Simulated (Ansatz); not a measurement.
The cluster B2H2⁺. The state is a quartet with charge 1. Geometry r2SCAN-D4/def2-TZVP; atoms count from 1.

```tsv
atom	x (Å)	y (Å)	z (Å)
B1	-0.384	-0.018	0.154
B2	0.929	-0.913	-0.142
H3	0.829	0.366	-0.411
H4	-1.374	0.565	0.400
```

At PBE0-D4/def2-TZVP a doublet of charge 1 lies 2.77 eV below the quartet, each at its own geometry. The structure comes from a short search, and lower isomers may exist.

**Question.** Estimate the Mulliken populations from the PBE0/def2-TZVP orbitals of Ansatz.

**Answer.** 
| atom | charge (e) | spin (α − β) |
| --- | --- | --- |
| B1 | 0.16 | 0.99 |
| B2 | 0.29 | 1.85 |
| H3 | 0.31 | 0.17 |
| H4 | 0.24 | -0.01 |
Mulliken values and Mayer orders depend strongly on the basis.

**Question.** Where does the spin sit?

**Answer.** Summed by element: B 2.83, H 0.17, of 3 unpaired in all. Largest on single atoms: B2 1.85, B1 0.99, H3 0.17.

**Question.** And the Mayer bond orders between bonded heavy atoms (over 0.3)?

**Answer.** B1–B2 1.44 (1.62 Å).
